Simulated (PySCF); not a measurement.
**B₃: relaxation and vibrations of the doublet**

The task is one start of a wider search on B₃: the doublet, from a PBE0 minimum start. It is relaxed, tested by its Hessian and followed downhill if it is a saddle.

The runs use PySCF 2.14.0; PBE0, basis B def2-TZVP, no relativity, density fitting.

## (1) Where the work starts

3 atoms, charge 0, spin multiplicity 2.

Bond lengths: B1–B2 1.546 Å, B1–B3 1.546 Å, B2–B3 1.546 Å. Angles: B2–B1–B3 60.0°, B1–B2–B3 60.0°, B1–B3–B2 60.0°.

```xyz
3
charge 0 multiplicity 2
B     0.4464   -0.7732    0.0000
B    -0.8929    0.0000    0.0000
B     0.4464    0.7732    0.0000
```

## (2) The SCF at the typed geometry

The steps below are one call of a driver around PySCF. For each, scf.py gives the equivalent set-up of the SCF; relaxations use the driver's own optimiser. After this first run the driver tries any further starts and a stability analysis.

scf.py

```python
from pyscf import gto, scf, dft
mol = gto.M(atom='''
B      0.446430    -0.773240     0.000000
B     -0.892860    -0.000000     0.000000
B      0.446430     0.773240     0.000000''',
    basis={'B': 'def2-TZVP'},
    charge=0, spin=1)
mf = dft.UKS(mol, xc='PBE0')
mf.grids.atom_grid = (50, 194)
aux = {'B': 'def2-universal-JKFIT'}
mf = mf.density_fit(auxbasis=aux)
mf.conv_tol = 1e-08
mf.diis_space = 10
mf.max_cycle = 60
mf.init_guess = 'minao'
mf.verbose = 4
mf.kernel()
```

Run with:

```bash
$ OMP_NUM_THREADS=4 python axn.py task.json out
```

Log:

```text
init E= -74.6485755663486
[... the frontier-level lines of each cycle are left out ...]
cycle= 1 E= -74.1600884017185  delta_E= 0.488  |g|= 0.207  |ddm|= 1.17
cycle= 2 E= -74.1709643635764  delta_E= -0.0109  |g|= 0.151  |ddm|= 0.472
cycle= 3 E= -74.1880033096407  delta_E= -0.017  |g|= 0.0223  |ddm|= 0.181
cycle= 4 E= -74.1890703842414  delta_E= -0.00107  |g|= 0.00913  |ddm|= 0.0435
cycle= 5 E= -74.1896385182658  delta_E= -0.000568  |g|= 0.00366  |ddm|= 0.0392
cycle= 6 E= -74.1897292883188  delta_E= -9.08e-05  |g|= 0.000383  |ddm|= 0.0214
cycle= 7 E= -74.1897294456321  delta_E= -1.57e-07  |g|= 0.00018  |ddm|= 0.00108
cycle= 8 E= -74.189729460123  delta_E= -1.45e-08  |g|= 0.000121  |ddm|= 0.000217
cycle= 9 E= -74.189729471759  delta_E= -1.16e-08  |g|= 2.03e-06  |ddm|= 0.000102
cycle= 10 E= -74.1897294717641  delta_E= -5.04e-12  |g|= 3.64e-07  |ddm|= 7.28e-06
Extra cycle  E= -74.1897294717641  delta_E= -4.26e-14  |g|= 1.65e-07  |ddm|= 7.78e-07
converged SCF energy = -74.1897294717641  <S^2> = 0.85476268  2S+1 = 2.1021538
```

This step, with its further starts and checks, ran for 1.5 s (4 threads of Arm Neoverse V1, shared host).

The test of internal stability found no lower solution of this spin.

## (3) PBE0 minimum start, doublet: relaxation

The program finds D3h symmetry in the start, which this walk keeps. Threshold on the gradient: 0.0003 Eh/bohr, with a further test on the energy change.

Changes to scf.py since step 2:

```diff
@@ -4 +4 @@
-B     -0.892860    -0.000000     0.000000
+B     -0.892860     0.000000     0.000000
@@ -15 +14,0 @@
-mf.init_guess = 'minao'
```

Energy and gradient, step by step:

| step | energy (Eh) | change (kJ/mol) | largest symmetric gradient (Eh/bohr) |
| --- | --- | --- | --- |
| 0 | -74.189729 | 0.00 | 0.00000 |

The walk took 0.5 s.

Positions (Å) and forces (eV/Å) along the way:

```
step 0
B    0.446  -0.773   0.000   0.000   0.000   0.000
B   -0.893   0.000   0.000  -0.001   0.000   0.000
B    0.446   0.773   0.000   0.000   0.000   0.000
```

It settles in D3h symmetry, 0.0 kJ/mol below the start, after 0 steps: B–B 1.546 Å (×3); B–B–B 60.0° (×3).

## (4) Hessian and properties

On the finer grid the gradient is checked again; gradients at displacements of ±0.02 bohr then give force constants and infrared intensities.

Changes to scf.py since step 3:

```diff
@@ -4 +4 @@
-B     -0.892860     0.000000     0.000000
+B     -0.892860    -0.000000     0.000000
@@ -9 +9 @@
-mf.grids.atom_grid = (50, 194)
+mf.grids.atom_grid = (75, 302)
@@ -12 +12 @@
-mf.conv_tol = 1e-08
+mf.conv_tol = 1e-10
```

The driver hands on the density of the step before, so the log starts near convergence.

Log of the central SCF (cycles and frontier levels):

```text
init E= -74.1897272046844
[... the frontier-level lines of each cycle are left out ...]
cycle= 1 E= -74.1897272046607  delta_E= 2.37e-11  |g|= 6.46e-06  |ddm|= 7.73e-06
Extra cycle  E= -74.1897272045204  delta_E= 1.4e-10  |g|= 1.49e-05  |ddm|= 1.55e-05
converged SCF energy = -74.1897272045204  <S^2> = 0.85476233  2S+1 = 2.1021535
```

The whole step took 8.3 s.

Geometry: D3h; B–B 1.546 Å (×3); B–B–B 60.0° (×3).

Harmonic modes (main isotopes):

```csv
symmetry,ω (cm⁻¹),IR (km/mol),μ (u)
e',948,17.3,11.01
a1',1236,0.0,11.01
```

Every mode is real; the point is a minimum.

Properties at this point:

| Quantity | Value |
| --- | --- |
| Dipole moment | 0.00 D |
| Highest occupied level | -7.71 eV |
| Lowest empty level | -4.26 eV |
| Rotational constants | 1.28, 1.28, 0.6402 cm⁻¹ |
| Zero-point energy | 18.7 kJ/mol |
| Principal polarisabilities | 42.0, 54.8, 54.8 bohr³ |
| Atomisation energy without zero-point energy | 879 kJ/mol |
| Principal traceless quadrupole moments about the centre of mass | -2.77, 1.38, 1.39 D Å |
| Entropy at 298.15 K and 1 bar (electronic part: spin only) | 228.0 J/(mol K) |
| Heat capacity Cp at 298.15 K | 37.7 J/(mol K) |
| Enthalpy at 298.15 K above 0 K | 10.19 kJ/mol |
| Rotational symmetry number | 6 |
| Spin squared ⟨S²⟩ | 0.855 |

Charges (e) and bond orders:

| atom | Mulliken | Löwdin | polar tensor | spin (Mulliken) | Mayer order to B1 |
| --- | --- | --- | --- | --- | --- |
| B1 | 0.00 | 0.00 | 0.00 | 0.33 | – |
| B2,3 | 0.00 | 0.00 | 0.00 | 0.33 | 1.64 |

Outer orbital energies (eV). α occupied: -186.33, -186.28, -186.28, -18.18, -9.71, -9.71, -7.87, -7.71; empty: -3.45, -3.45, 0.01, 0.01. β occupied: -186.18, -186.14, -186.14, -17.86, -9.33, -9.33, -7.72; empty: -4.26, -2.29, -2.29, 0.44.

Mulliken populations on B1: s 3.14, p 1.79, d 0.07, f 0.01.

## (5) Results

| quantity | value |
| --- | --- |
| minimum | doublet, D3h |
| geometry | B–B 1.546 Å (×3); B–B–B 60.0° (×3) |
| wavenumbers (cm⁻¹) | 948 (e'), 1236 (a1') |
| dipole moment | 0.00 D |
| highest occupied, lowest empty level (either spin) | -7.71, -4.26 eV |
| polar-tensor charge of B1 | +0.00 e |
| zero-point energy | 18.7 kJ/mol |
| entropy at 298.15 K | 228.0 J/(mol K) |
| atomisation energy (no zero-point energy) | 879 kJ/mol |
| ⟨S²⟩ | 0.855 |

**Reading.** The PBE0 minimum start keeps its D3h symmetry and ends in a minimum. In the infrared the band at 948 cm⁻¹ (e') leads. Only this shape and spin were tried, so other structures or states may lie lower.

The search up to here took 10 s.
